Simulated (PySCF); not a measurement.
Simulated C 1s region for `CC(F)=C(F)F`, binding energy against the vacuum level.

Every computed line was given a Gaussian of 0.6 eV full width at half maximum and an area set by the number of equivalent atoms; the highest printed point is 100. Level of theory: delta-SCF UKS SCAN, pcX-2 on the ionised atom, pcseg-1 elsewhere, spin-free X2C (PySCF 2.14.0).

```tsv
binding energy (eV)	intensity
290.9	0
291.0	1
291.1	3
291.2	8
291.3	19
291.4	35
291.5	58
291.6	81
291.7	97
291.8	99
291.9	88
292.0	66
292.1	43
292.2	24
292.3	11
292.4	5
292.5	2
292.6	2
292.7	3
292.8	9
292.9	19
293.0	36
293.1	58
293.2	81
293.3	97
293.4	99
293.5	87
293.6	66
293.7	42
293.8	23
293.9	11
294.0	4
294.1	2
294.2	0
294.3	0
294.4	0
294.5	1
294.6	2
294.7	5
294.8	13
294.9	26
295.0	46
295.1	70
295.2	90
295.3	100
295.4	95
295.5	78
295.6	54
295.7	32
295.8	17
295.9	7
296.0	3
296.1	1
296.2	0
```

Task: How many maxima does the curve show, and how many computed lines lie under it?

Result: The curve has 3 maxima (at 291.8, 293.4 and 295.3 eV). Under it lie 3 lines from 3 inequivalent carbon sites.

Task: Decompose the envelope and assign each component. Numbering: `[CH3:1][C:2]([F:3])=[C:4]([F:5])[F:6]`.

Result: 
```
position (eV)  relative area  line  atoms         environment
       291.77              1  C 1s     C1      allylic carbon
       293.37              1  C 1s     C2  vinylic C–F carbon
       295.32              1  C 1s     C4         =CF2 carbon
```

The listed C 1s values span 3.55 eV, from C1 (bonded to C and 3 H) to C4 (bonded to 2 F and C (double bond)).

Shake-up satellites, vibrational structure and lifetime widths aren't simulated. Geometry: PBE0-D3(BJ)/def2-SVP; no solvent, vibrations or thermal averaging.
